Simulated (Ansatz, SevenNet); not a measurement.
Voigt–Reuss–Hill shear modulus (GPa) along a series of related solids, from the machine-learned potential SevenNet-0 (trained on PBE and PBE+U data); the machine-learned potential SevenNet-l3i5 (trained on PBE and PBE+U data); LDA in Ansatz (plane waves, PAW).

```tsv
solid	SevenNet-0	SevenNet-l3i5	LDA
hcp Y	4.80	14.2	26.1
hcp Zr	5.10	21.7	26.3
hcp Tc	40.8	53.7	161
fcc Rh	62.6	102	184
fcc Pd	45.0	53.3	55.7
fcc Ag	15.7	21.6	41.3
hcp Cd	3.45	4.48	29.1
```

Members of the series are missing where a level wasn't run or failed, where a doubt is noted on the run or the magnetic state, for phases of high temperature or layered ones, and where values are held back for tests.

Ansatz's runs of these crystals have no spin polarisation.

Each level is taken at its own relaxed cell. Ansatz's density-functional and Hartree–Fock values are scalar-relativistic unless marked +SOC, with PAW data made under PBE.

Ansatz is a quantum-chemistry and plane-wave program.
